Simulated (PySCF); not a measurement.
We consider zinc-blende GaP, described by LNO-CCSD(T) (PySCF, GTH pseudopotentials, Gaussian basis, DZ basis).

The same calculation (at the measured cell, 20.240 Å³/atom) with different numerical settings; throughout: k mesh 3×3×3:

| run | LNO threshold | total energy (eV/atom) | rough time |
|---|---|---|---|
| 1 | 0.0001 | -1128.7830 | 20 core-min |
| 2 | 3e-05 | -1128.7457 | 30 core-min |
| 3 | 1e-05 | -1128.7257 | 5 core-h |

In the column total energy (eV/atom) the first row differs from the last by -0.0573 and the next to last by -0.0200.

The last row is no converged limit: other settings stay fixed.
